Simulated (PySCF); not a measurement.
## NO under electron impact: the energy ladder

PBE0 in PySCF with def2-TZVPPD on every atom, for the lowest determinant that a PBE0 search found; no spin–orbit coupling.

```csv
species,state (unpaired electrons),Re (Å),ωe (cm⁻¹),energy of the minimum from the neutral (eV),De (eV),dissociates to
NO,doublet (π ↑),1.140,2029,0.00,6.64,N + O
NO⁺,singlet (closed shell),1.054,2529,9.54,10.94,N + O⁺
```

Work out the lowest energy to break NO into atoms, from its vibrational ground state.

D0 = De − ωe/2 = 6.64 − 0.13 = 6.51 eV (PBE0/def2-TZVPPD).

Work out the ionisation energy of the O atom at this level and the threshold of dissociative ionisation.

IE(O) = 9.54 + 10.94 − 6.64 = 13.84 eV, so N + O⁺ + e⁻ appears at D0 + IE(O) = 20.35 eV (PBE0/def2-TZVPPD). The measured IE(O) is 13.618 eV (NIST ASD).

These are thermodynamic thresholds; the onsets seen under electron impact lie higher where the geometry changes, and cross-sections peak well above them.

For an ion De counts to the pair picked by the measured ionisation energies or electron affinities, which need not be the lowest pair at this level. States were picked by a PBE0 search and need not be the measured ground states.
